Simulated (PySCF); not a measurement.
Gas-phase reaction: CH₃CHF₂ ⇌ CH₂CHF + HF

Energies from PySCF, thermal terms from the rigid-rotor harmonic-oscillator model, ideal gas at 1 bar. † marks an energy on the PBE0/def2-TZVP geometry and frequencies; other levels use their own. CCSD(T) freezes the core. All species are closed-shell singlets. CCSD(T) isn't extrapolated to the basis-set limit; its ΔH°(298 K) is 113.8 kJ in def2-SVP and 91.9 kJ in def2-TZVPP. The harmonic model lacks anharmonicity and excited electronic states, which grow with temperature; levels with a mode under 35 cm⁻¹ are left out. Internal rotation in CH₃CHF₂ is treated as a harmonic vibration of one conformer, which makes the entropy rough.

```
level              ΔE electronic, kJ  ΔH°(298 K), kJ  ΔS°(298 K), J/K  ΔG°(1200 K), kJ
-----------------  -----------------  --------------  ---------------  ---------------
CCSD(T)/def2-SVP†                126             114              145              -63
M06-2X/def2-TZVP†                119             106              145              -70
PBE0/def2-TZVP                   123             111              145              -66
r2SCAN/def2-TZVP†                124             112              145              -65
LDA/def2-TZVP†                   150             138              145              -39
```
ΔH° is lowest at M06-2X/def2-TZVP† and highest at LDA/def2-TZVP†. No reference value is set beside these.
